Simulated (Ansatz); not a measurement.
## Ansatz (development build ahead of 0.2.0) run

```yaml
crystal:
  periodic: [false, false, false]
  atoms:
    - { symbol: Si, position_ang: [0.0, 0.0, -1.09953] }
    - { symbol: S, position_ang: [0.0, 0.0, 1.09953] }
basis:
  gaussian: { orbitals: "6-31G" }
magnetization:
  spin_polarized: true
hamiltonian:
  xc: hf
correlation:
  method: bccd_t
  frozen_orbitals: { S: 5, Si: 5 }
```

The input is written out in the form of the current development build from the run's settings.

The run gave:

```json
{
  "Converged": "yes",
  "Reference energy (starting determinant)": "-686.36801 hartree",
  "Correlation energy": "-0.13452 hartree",
  "Total energy": "-686.50253 hartree"
}
```
